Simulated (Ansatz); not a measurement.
# Other spins and charges of Ge–NH$_{2}$, quartet at one geometry

Geometry (PBE0/def2-TZVP stationary point for this spin, not checked as a minimum):

```yaml
atoms:
  - { symbol: Ge, position_ang: [0.0000, 0.0000, 0.4319] }
  - { symbol: N, position_ang: [0.0000, 0.0000, -1.8834] }
  - { symbol: H, position_ang: [0.0000, 0.8309, -2.4773] }
  - { symbol: H, position_ang: [0.0000, -0.8309, -2.4773] }
```

Basis cc-pVDZ; Ansatz 0.2.0. Only valence electrons are correlated (noble-gas cores and the filled d shells of p-block atoms frozen). R marks a restricted (for open shells ROHF) determinant, U an unrestricted one. Active spaces: valence = (11e, 10o) chosen from the atoms' valence shells. No spin–orbit coupling is included, and no scalar relativity.

Gaps are energies of the second state less the first, at fixed atoms, for a selection of the levels run; each method lands on the state that its own search finds for that charge and spin.

For open shells CISD is restricted-active-space CI with the open shells as a complete middle space.

**Question.** PBE gives 6.440 eV for removing an electron, to the triplet. Estimate what UCCSDT(Q) gives in cc-pVDZ.

**Answer.** UCCSDT(Q) in cc-pVDZ gives 6.311 eV, so against it PBE is off by 0.129 eV, of which a good part can be the reference's own basis and frozen-core error.

```csv
level,gap (eV),error (meV)
UHF,6.101,-210
UMP2,6.301,-10
CISD,6.285,-26
UCCSD,6.308,-3
UCCSD(T),6.310,-1
BCCD(T),6.305,-6
UCCSDT,6.310,-1
CASSCF (valence space),5.645,-666
NEVPT2 (valence space),6.094,-217
MRCISD (valence space),6.215,-96
MRCISD+Q (valence space),6.308,-3
r2SCAN,6.640,329
PBE0,6.533,222
B3LYP,6.436,125
wB97M-V,6.367,56
B2PLYP,6.328,17
RPA-PBE,6.341,30
```

In so small a basis the reference is far from its limit while semilocal and hybrid functionals are nearer theirs (RPA and double hybrids share part of the reference's basis error), so the functionals' errors here hold much of the reference's basis and frozen-core error, which can add to them or hide them.

Full CI isn't at hand for all of this; UCCSDT(Q) serves as the reference, and is uncertain by the last step of the cluster series or more. The frozen core follows each run's orbitals, which can shift R against U totals by a few meV for light atoms and by up to 0.1 eV past Ca.
